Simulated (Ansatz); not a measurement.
Working through a relaxed scan of one distance of B2H4O, SMILES BOB

Program: Ansatz 0.2.0 through its Python package.

The cells in order, each with its output:

**Cell 1**
```python
import ansatz as az
import numpy as np

geometry_ang = [
    ("B", (-1.0032, 0.1066, -0.4828)),
    ("O", (-0.4567, -0.519, 0.6599)),
    ("B", (0.9459, -0.2285, 0.56)),
    ("H", (-1.1198, -0.4249, -1.5146)),
    ("H", (-1.4619, 1.2479, -0.4117)),
    ("H", (1.43, 0.727, 1.1276)),
    ("H", (1.727, -0.9773, 0.016)),
]
mol = az.Crystal.molecule()
for symbol, xyz in geometry_ang:
    mol = mol.atom(symbol, xyz)
```

**Cell 2**
```python
job = (
    mol.calculation()
    .basis(gaussian="def2-SVP")
    .functional("pbe", dispersion="d4")
)
symbols = [site.symbol for site in mol.cartesian_sites]
pairs = [(0, 1), (0, 3), (0, 4), (1, 2), (2, 5), (2, 6)]
print("held (A)   E (eV)        ", "  ".join(f"{symbols[i]}{i}-{symbols[j]}{j}" for i, j in pairs))
for length in [1.07, 1.17, 1.26, 1.4, 1.57]:
    rep = job.relax(constraints=[az.DistanceConstraint((0, 3), at=length)], force_tolerance=0.02, max_steps=60).run(threads=1).report
    xyz = np.array(rep["positions_ang"])
    print(f"{length:6.2f} {rep['free_energy_ev']:14.5f}  ", "  ".join(f"{np.linalg.norm(xyz[i] - xyz[j]):.3f}" for i, j in pairs))
```
Output:
```text
held (A)   E (eV)         B0-O1  B0-H3  B0-H4  O1-B2  B2-H5  B2-H6
DeckWarning: relax.constraints: the input's atoms, or those drawn, lie off the distances that are held; a relaxation that starts there is brought onto them ahead of its first SCF, by positions alone, an atom by 4.82e-2 Å at the most. With the symmetry detection on, the symmetry is detected on the input's atoms as so [...]
  1.07    -3458.16502   1.381  1.070  1.216  1.375  1.216  1.221
  1.17    -3458.45292   1.378  1.170  1.216  1.376  1.216  1.220
  1.26    -3458.69523   1.340  1.260  1.217  1.343  1.217  1.217
  1.40    -3458.44204   1.335  1.400  1.216  1.344  1.217  1.217
  1.57    -3457.92358   1.329  1.570  1.214  1.346  1.216  1.216
```

What to keep in mind:
- Total energies depend on the basis set; only differences at equal settings carry meaning.
- Warnings are shown shortened and without file and line.
- The energies are electronic: no zero-point or thermal terms, and the basis set is short of its limit.
- Wall time of the script: 66 s on 1 thread of Arm Neoverse V2, with other jobs on the host, peak memory 0.18 GiB.
